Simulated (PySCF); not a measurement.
Compound: PH3.
SMILES with atom numbers: `[PH3:1]` (hydrogens: H2, H3, H4 on P1)

Geometry (PBE0-D3(BJ)/def2-SVP, Å), atoms numbered from 1 in this order:
```xyz
4
PH3 angstrom
P      0.0256   -0.0410    0.4763
H     -0.5990    1.0211   -0.2472
H      1.1993   -0.0042   -0.3374
H     -0.5896   -1.0495   -0.3272
```

Computed, not measured: PBE0-D3(BJ)/def2-SVP geometry optimisation, gas phase in PySCF.

Take the most abundant isotopes and a rigid rotor. 

Problem. What are A, B and C (MHz)?

Solution. Ia = 3.84, Ib = 3.84, Ic = 4.33 u·Å²; 505379 MHz·u·Å²/I gives A = 131470, B = 131450, C = 116795 MHz.

Problem. Classify the top.

Solution. An oblate symmetric top, as the point group C3v requires two equal moments; the computed ones differ by 0.02 % because the geometry is symmetric only within the optimiser's tolerance. Ray's parameter κ = (2B − A − C)/(A − C) = 0.997; −1 is the prolate and +1 the oblate limit.

Problem. Is it planar, by Δ = Ic − Ia − Ib?

Solution. Not planar: Δ = Ic − Ia − Ib = -3.36 u·Å². For a rigid frame Δ = −2 Σ m c², so Σ m c² = 1.68 u·Å² lies off the ab plane: 1.53 from hydrogen and 0.15 from heavier atoms. The atom farthest from that plane is 0.71 Å away.

Problem. Where do the R-branch lines fall?

Solution. The dipole of 0.91 D lies along the symmetry axis, so ΔK = 0 and J+1 ← J falls at 2B(J+1) for every K: 262.92 GHz, 525.84 GHz, 788.76 GHz, 1051.68 GHz, 1314.60 GHz for J = 0 to 4.

Problem. Estimate the classical rotational partition function at 100 K and 500 K.

Solution. Point group C3v, symmetry number σ = 3; q = (√π/σ)·√((kT/h)³/(ABC)), k/h = 20836.6 MHz/K: 39.6 at 100 K, 442 at 500 K.

Whether it is a minimum is left open (no frequencies). Constants of a rigid frame at the computed geometry: no zero-point averaging, no centrifugal distortion.

Hardware: one thread, Intel Xeon 6975P-C (x86_64), no GPU (shared host). Cost: 0.86 s wall, 0.25 GiB resident at most. These figures are those of the optimisation.
